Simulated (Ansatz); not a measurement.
Input file:

```yaml
crystal:
  periodic: [false, false, false]
  atoms:
    - {symbol: B, position_ang: [0.000000, -0.192270, 1.589847]}
    - {symbol: Mg, position_ang: [0.000000, 0.042766, -0.794216]}
    - {symbol: H, position_ang: [0.000000, 1.031034, 2.098915]}
basis:
  gaussian: {orbitals: x2c-TZVPPall}
hamiltonian: {xc: pbe0}
correlation: {method: sc_nevpt2, electrons: valence, active_space: {window: {electrons: 2, orbitals: 2}}}
accuracy: high
```

```sh
$ ansatz run in.yaml --threads 1 --pin off --events-out ev --progress --plain --max-ram 2393MiB
```

Q: One thing in this input was set wrong on purpose, beside settings that are merely unusual. What is the gravest fault, and what does the program do?

A: Active space on a functional. How the run ends: refused.
```
Error: invalid value for `correlation.active_space`: it starts from restricted Hartree–Fock orbitals; set hamiltonian.xc: hf without magnetization.spin_polarized
```
